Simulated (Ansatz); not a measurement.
System: ethyl chloride, C$_{2}$H$_{5}$Cl, charge 0, multiplicity 1. 
Coordinates optimised at B3LYP-D3(BJ)/def2-TZVP (Ansatz, a program for electronic structure):
SMILES: ClCC
```xyz
8

C      0.0132     0.8176    -0.0128
C      1.5157     0.6457    -0.0186
Cl    -0.8344    -0.7820     0.0168
H     -0.3333     1.3555     0.8664
H     -0.3433     1.3280    -0.9043
H      1.9943     1.6284    -0.0365
H      1.8521     0.1152     0.8721
H      1.8422     0.0878    -0.8961
```
Charge 0, spin multiplicity 1.

Wanted: atomisation energy (electronic, to ground-state atoms), in kcal/mol. Cores are frozen in the correlated levels unless marked. Open shells are spin-unrestricted. No spin-orbit coupling. No relativistic terms. The coupled-cluster limit lacks core correlation, which all-electron functionals hold. CBS(X,Y): correlation extrapolated as X^-3; Hartree-Fock from the larger set. The bracket is a focal-point correction in the basis named.

```tsv
level	program	atomisation energy (kcal/mol)	minus last row	rough core time
PBE-D4/def2-TZVPD	Ansatz + dftd4	702.9	10.7	under 20 s
B3LYP-D4/def2-TZVPD	Ansatz + dftd4	690.5	-1.7	under 20 s
PBE0/STO-3G	Ansatz	828.6	136.4	under 20 s
PBE0-D4/def2-TZVP	Ansatz + dftd4	694.7	2.5	under 20 s
LC-wPBE-D3(BJ)/def2-TZVPD	Ansatz + dftd3	690.7	-1.5	under 20 s
wB97X-V/def2-TZVPD	Ansatz	691.6	-0.6	under 20 s
SCS-MP2/cc-pV(D+d)Z	Ansatz	646.3	-45.9	-
CCSD/6-31G	Ansatz	592.0	-100.2	-
CCSD(T)/6-31G*	Ansatz	632.4	-59.8	under 20 s
RI-MP2/CBS(aug-cc-pV(T+d)Z,aug-cc-pV(Q+d)Z)+[CCSD(T)-MP2]/aug-cc-pV(T+d)Z	Ansatz	692.2	0.0	80 s
```

Core times are rough, on shared machines, summed over the molecules involved; a dash marks a level read off another run, or run on other hardware, by another program or under a memory cap.
